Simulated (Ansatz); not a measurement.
**triplet PO(-): levels of theory in one basis**

```tsv
atom	x (Å)	y (Å)	z (Å)
P	0.0000	0.0000	-0.8477
O	0.0000	0.0000	0.8477
```

Basis set: def2-SVP (spherical functions). Left uncorrelated: 6 orbitals. Correlation on ROHF uses semicanonical orbitals with singles. Charge -1, multiplicity 3.

Computed with Ansatz (development build ahead of 0.2.0); each method stands on the lowest determinant of its kind that the runs found.

```
      method  E − E(ROHF) (eV)  <S²> of the determinant
        ROHF              0.00                        –
         UHF             -0.24                     2.03
    ROHF-MP2             -8.01                        –
ROHF-CCSD(T)             -8.53                        –
 UHF-CCSD(T)             -8.53                     2.03
```

What does UHF-MP2 give on the same scale?

-7.96 eV.

Caution: no diffuse functions for an anion.
